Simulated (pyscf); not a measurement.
CH₄ (SMILES C) + F–InH₂ (SMILES [F][InH2]) -> H₃C–InH₂ (SMILES [CH3][InH2]) + HF (SMILES F), a four-centre exchange (singlet surface; C–H, F–In broken, C–In, F–H formed). Structures and frequencies: ωB97X-D3(BJ)/def2-SVP in PySCF. Correlated levels are frozen-core, on RHF or UHF. ΔMP2 is the change of the MP2 total energy from the triple- to the quadruple-zeta basis. Energies in eV from the separated reactants.

Small-basis levels: PySCF, no dispersion term, spherical d functions. AM1 to PM7: differences of heats of formation from MOPAC, which are fitted to 298 K values and so differ in kind from electronic energies by zero-point and thermal terms. GFN2-xTB: tblite. Cost: rough CPU time at the saddle relative to B3LYP/6-31G*+LANL2DZ, from one job on a shared machine.

| level | barrier | reaction energy | cost |
|---|---|---|---|
| BP86/6-31G*+LANL2DZ | 1.24 | +1.72 | 1 |
| PBE/6-31G*+LANL2DZ | 1.16 | +1.73 | 1 |
| B3LYP/LANL2DZ | ? | +1.84 | 0.8 |
| B3LYP/6-311+G**+LANL2DZ | 1.53 | +1.47 | 2 |
| PBE/def2-SVP | 0.94 | +1.31 | 3 |
| GFN2-xTB | 2.03 | +2.33 | under 0.02 |
| PM7 | ? | +1.42 | under 0.02 |
| CCSD(T)/def2-TZVPP + ΔMP2(QZVPP) | ? | +1.04 | – |

**Question.** Complete the blanks.

**Answer.** 
- B3LYP/LANL2DZ, barrier: 1.59
- PM7, barrier: 2.66
- CCSD(T)/def2-TZVPP + ΔMP2(QZVPP), barrier: 1.27

Against the last row the barrier runs from -0.33 (PBE/def2-SVP) to +1.39 eV (PM7). At BP86/6-31G*+LANL2DZ, PBE/6-31G*+LANL2DZ, B3LYP/LANL2DZ, PBE/def2-SVP, GFN2-xTB this geometry lies under one side, so the entry may be no barrier of that level: it is a single point on another level's saddle. CCSD(T)/def2-TZVPP + ΔMP2(QZVPP) has limits of its own. On the reactant side the descent ends in a complex, 0.19 eV under the separated species and 1.43 eV under the saddle at ωB97X-D3(BJ)/def2-TZVP. On the product side the descent ends in an adduct with a F–In contact, 0.29 eV under the separated species and 0.40 eV under the saddle at ωB97X-D3(BJ)/def2-TZVP. What is counted as broken (F–In) persists as a longer contact in the product adduct; parting that adduct is a step of its own. This is the saddle that the search found; another between the same sides may lie lower. The CCSD(T) − MP2 part came from Ansatz, without density fitting, on the same reference. The frozen core leaves the outer d or s,p core shells of the metals and heavy elements correlated in the MP2 and CC values, and def2-TZVPP describes them poorly, which can shift differences by a few kcal/mol. In the def2 sets elements past Kr carry core potentials, without spin-orbit coupling.
